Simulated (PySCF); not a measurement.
**How the functional moves excitation energies**

Compound: ethenethiol, C2H4S.
Z-matrix (Å and degrees, PBE0-D3(BJ)/def2-SVP geometry), rows numbered from 1:
```
C 
C   1  1.3357
S   2  1.7511  1  128.67
H   1  1.0937  2  122.40  3    -0.00
H   1  1.0922  2  120.08  3   179.96
H   2  1.0958  1  120.37  3  -179.98
H   3  1.3512  2   97.17  1     0.02
```

Linear-response calculations in the def2-SVPD basis (PySCF; singlets by full response, triplets Tamm–Dancoff, core orbitals frozen in the response; HF means time-dependent Hartree–Fock). 'Strongest' is the level of largest summed f among the singlets computed (10 roots, of which the last may lack a degenerate partner); it can jump between rows when another state enters that window. S1 is the lowest singlet of each run and needn't be the same state throughout; f(S1) is that of one state. Isolated species at its PBE0-D3(BJ)/def2-SVP geometry (one conformer only).

| functional | kind | S1 (eV) | f(S1) | strongest (eV) | T1 (eV) | HOMO (eV) | gap (eV) | ionisation energy, ΔSCF (eV) |
| --- | --- | --- | --- | --- | --- | --- | --- | --- |
| LDA | LDA | 4.99 | 0.002 | 5.41 | 3.92 | -5.66 | 4.38 | 8.98 |
| PBE | GGA | 4.97 | 0.002 | 5.46 | 3.79 | -5.53 | 4.45 | 8.77 |
| B3LYP | global hybrid, 20% exact exchange | 5.14 | 0.002 | 5.71 | 3.83 | -6.39 | 6.04 | 8.84 |
| PBE0 | global hybrid, 25% exact exchange | 5.30 | 0.002 | 5.83 | 3.78 | -6.61 | 6.49 | 8.83 |
| BHandHLYP | global hybrid, 50% exact exchange | 5.41 | 0.002 | 6.09 | 3.78 | -7.54 | 8.44 | 8.73 |
| CAM-B3LYP | range-separated hybrid | 5.32 | 0.002 | 5.93 | 3.83 | -7.87 | 8.85 | 8.90 |
| wB97X-D | range-separated hybrid | 5.44 | 0.001 | 5.97 | 3.95 | -8.42 | 10.09 | 8.90 |
| LC-wPBE | range-separated hybrid | 5.64 | 0.001 | 6.21 | 3.76 | -9.22 | 11.34 | 9.01 |
| HF | Hartree–Fock | 5.74 | 0.001 | 6.52 | 3.38 | -8.98 | 11.38 | not settled |

S1 runs from 4.97 eV (PBE) to 5.74 eV (HF), a spread of 0.76 eV, while the orbital gap spreads over 7.0 eV. Along PBE (0%), B3LYP (20%), PBE0 (25%), BHandHLYP (50%), HF (100%) S1 rises with the share of exact exchange. −ε(HOMO) comes closest to its own ΔSCF ionisation energy with LC-wPBE (+0.21 eV) and misses most with LDA (-3.32 eV). 'Not settled' means that the ion's SCF failed to converge or may have ended in another state than the lowest.
